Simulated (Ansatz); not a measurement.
The same path of BH4N + H2 (8 atoms, charge 0, multiplicity 1) was run twice with different band settings. Lost on the way: H7–H8. Made: B1–H7, N2–H8.

All numbers below come from RKS B3LYP-D4/6-31G* in Ansatz.

Relaxed end points:

```xyz
8
Properties=species:S:1:pos:R:3
B 0.101 -0.785 0.238
N 0.034 -0.260 1.528
H -0.830 -0.164 2.047
H 0.845 0.054 2.045
H 1.168 -0.866 -0.300
H -0.910 -1.136 -0.298
H -0.422 3.225 1.090
H -0.325 2.488 1.050
```

```xyz
8
Properties=species:S:1:pos:R:3
B 0.070 0.262 0.076
N -0.149 0.374 1.726
H -0.436 -0.522 2.121
H 0.712 0.658 2.194
H 0.946 -0.565 -0.058
H -1.007 -0.091 -0.350
H 0.392 1.379 -0.264
H -0.868 1.060 1.956
```

Common settings: climbing image yes; spring 5.0 eV/Å²; optimiser quadratic models (default); start path through a guess of the saddle point; force threshold 0.03 eV/Å; iteration limit 60; end points relaxed.

| run | movable images |
| --- | --- |
| 1 | 7 |
| 2 | 2 |

Q: What does each run give, and how far can it be trusted?

A: Run 1: converged after 15 iterations, highest image 1.867 eV above the first end. Neighbouring images differ by up to 1.4 eV, so the band resolves the path poorly. A vibrational analysis at the climbing image gives one clearly imaginary mode, 1469i cm⁻¹: a first-order saddle point.
Run 2: converged after 53 iterations, highest image 1.867 eV above the first end. Neighbouring images differ by up to 1.9 eV, so the band resolves the path poorly. Another band between the same ends (7 images) ends at a top of the same energy, where a vibrational analysis finds 1 clearly imaginary mode. So few images can step over the top or miss a turn of the path.
The orbitals stay closed-shell, which can raise the energy where a bond breaks towards radicals; this wasn't checked here.
